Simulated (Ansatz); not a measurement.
```yaml
crystal:
  periodic: [false, false, false]
  atoms:
    - {symbol: Cl, position_ang: [-1.832773, -0.633626, -0.005779]}
    - {symbol: Ge, position_ang: [-0.000869, 0.615979, 0.005147]}
    - {symbol: Cl, position_ang: [1.834554, -0.628459, -0.004766]}
basis:
  gaussian: {orbitals: def2-TZVP}
magnetization: {spin_polarized: true, initial_magnetization: 2}
hamiltonian: {xc: pbe0}
relax: {f_tol: 0.004, max_steps: 80}
```

```sh
$ ansatz run in.yaml --threads 1 --pin off --events-out ev --progress --plain --max-ram 2176MiB
```

Steps of the relaxation (energy above the last step; positions in Å, forces in eV/Å):

```
3
step 1, 79.0 meV
Cl   -1.833   -0.634   -0.006    0.598    0.588    0.005
Ge   -0.001    0.616    0.005    0.002   -1.174   -0.010
Cl    1.835   -0.628   -0.005   -0.599    0.586    0.005
```

```
3
step 2, 6.9 meV
Cl   -1.849   -0.596   -0.005    0.215    0.179    0.002
Ge   -0.001    0.542    0.005    0.001   -0.357   -0.003
Cl    1.851   -0.591   -0.004   -0.215    0.178    0.001
```

```
3
step 3, 0.1 meV
Cl   -1.846   -0.584   -0.005   -0.039   -0.017    0.000
Ge   -0.001    0.517    0.004    0.000    0.033    0.000
Cl    1.847   -0.579   -0.004    0.039   -0.017    0.000
```

```
3
step 4, 0.0 meV
Cl   -1.850   -0.584   -0.005   -0.001    0.001    0.000
Ge   -0.001    0.516    0.004    0.000   -0.002    0.000
Cl    1.852   -0.578   -0.004    0.001    0.001    0.000
```

Close pairs at the end: Ge2–Cl3 2.152 Å, Cl1–Ge2 2.152 Å.

A stationary point of unrestricted PBE0 after 4 steps, with ⟨S²⟩ = 2.005 against 2.00 for a pure state; no frequencies were run, so it isn't proven a minimum. 22 s on 1 thread of Intel Xeon 6975P-C, shared host.
